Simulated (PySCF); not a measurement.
# C4H8: the cost of one run

Computed with PySCF 2.14.0 and routines of our own; the level stands in each step. Atoms count from 0.

## 1. The system as given

12 atoms, charge 1, multiplicity 2; geometry from: GFN2-xTB.

## 2. Open-shell or spin-flip excitations: unrestricted TDA B3LYP/def2-SVPD

Job settings and geometry (Å):

```
{"job": {"kind": "uabs", "xc": "B3LYP", "basis": "def2-SVPD", "nstates": 10, "tda": true}, "charge": 1, "multiplicity": 2}
C      2.005602     0.508354    -0.255948
C      0.657401     0.517853    -0.389885
C     -0.212275    -0.488507     0.227973
C     -1.687178    -0.235015     0.200861
H      2.607708     1.354751    -0.553812
H      2.540283    -0.331197     0.166567
H      0.179896     1.308970    -0.959075
H      0.134331    -0.769019     1.237154
H      0.009188    -1.426834    -0.326806
H     -1.955358     0.606494     0.851515
H     -2.036471     0.049393    -0.793873
H     -2.241930    -1.095927     0.569301
```

With the program's defaults for keys left out, this is: unrestricted TDA B3LYP/def2-SVPD, vertical, gas phase, core orbitals frozen in the response.

Command:

```
> OMP_NUM_THREADS=1 python excited_run.py task.json out
```

One launch serves the whole session: the jobs run in the order shown.

**Question.** How long does this first job take on 1 thread of Intel Xeon Platinum 8488C, shared host, and how much memory does it need?

About 26 s, with a peak of 0.54 GiB.
